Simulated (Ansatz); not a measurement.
The input, for Ansatz 0.2.0:

```yaml
crystal:
  periodic: [false, false, false]
  atoms:
    - {symbol: P, position_ang: [0.000000, 0.000000, 0.000000]}
    - {symbol: H, position_ang: [0.000000, 0.000000, 1.428200]}
basis:
  gaussian: {orbitals: cc-pVTZ}
magnetization: {spin_polarized: false}
correlation: {method: ccsd, electrons: valence}
output: {forces: true}
```

```sh
$ ansatz run in.yaml --threads 1 --pin off --events-out ev --progress --plain --max-ram 2393MiB
```

Log:

```
268 factors; integrals over basis functions are off by at most 1.1e-3 eV
mean field evaluation 1: about -9284.9278 eV, gradient 7.0e0 eV
mean field evaluation 2: about -9284.9286 eV, gradient 7.0e0 eV
mean field evaluation 4: about -9285.1601 eV, gradient 4.4e-1 eV
mean field evaluation 8: about -9285.1610 eV, gradient 6.1e-4 eV
mean field evaluation 16: about -9284.4795 eV, gradient 1.2e1 eV
mean field evaluation 32: about -9285.1606 eV, gradient 2.2e-1 eV
mean field -9285.16098837 eV, -341.2233726143 hartree, gradient 8.7e-6 eV, S^2 0.000000; 2 other end points of the search recorded, 0 dependent functions left out; unrestricted orbitals would lower it
mean field evaluation 64: about -9285.1609 eV, gradient 7.4e-2 eV
unrestricted determinant -9286.73890816 eV, -341.2813600972 hartree, S^2 1.0362
5 core orbitals not correlated: weight in the atoms' cores, before any rotation towards them, 1.000 or more for the frozen orbitals, at most 0.000 for the correlated occupied ones
reference -9285.16098837 eV, -341.2233726143 hartree; 3, 3 occupied and 40, 40 virtual orbitals, 268 factors
second order -3.37699686 eV of doubles, -0.00000000 eV of singles
cycle   1  -3.91112787 eV  change   -5.3e-1 eV  update   6.5e-2
cycle   2  -4.14948523 eV  change   -2.4e-1 eV  update   3.4e-2
cycle   3  -4.18903826 eV  change   -4.0e-2 eV  update   2.1e-2
cycle   4  -4.21606571 eV  change   -2.7e-2 eV  update   1.5e-2
cycle   5  -4.24124051 eV  change   -2.5e-2 eV  update   1.0e-2
cycle   6  -4.25137358 eV  change   -1.0e-2 eV  update   3.5e-3
cycle   7  -4.25383199 eV  change   -2.5e-3 eV  update   1.0e-3
cycle   8  -4.25346327 eV  change    3.7e-4 eV  update   3.3e-4
cycle   9  -4.25344899 eV  change    1.4e-5 eV  update   1.0e-4
cycle  10  -4.25349175 eV  change   -4.3e-5 eV  update   2.7e-5
cycle  11  -4.25348202 eV  change    9.7e-6 eV  update   6.5e-6
cycle  12  -4.25348547 eV  change   -3.5e-6 eV  update   1.5e-6
the calculation of the forces begins
Total energy: -9289.41447384 eV, -341.3796853222 hartree
Atom 0 at     0.000000     0.000000     0.000000 Å, force     0.000000    -0.000000     0.079456 eV/Å
Atom 1 at     0.000000     0.000000     1.428200 Å, force    -0.000000     0.000000    -0.079456 eV/Å
Dipole moment:    -0.000000     0.000000     0.099998 e Å
```

Forces (eV/Å):
```
P    0.000  0.000  0.079
H    0.000  0.000 -0.079
```

Ran on 1 thread of Arm Neoverse V2, shared host: 0.69 s wall, 0.15 GiB peak host memory.
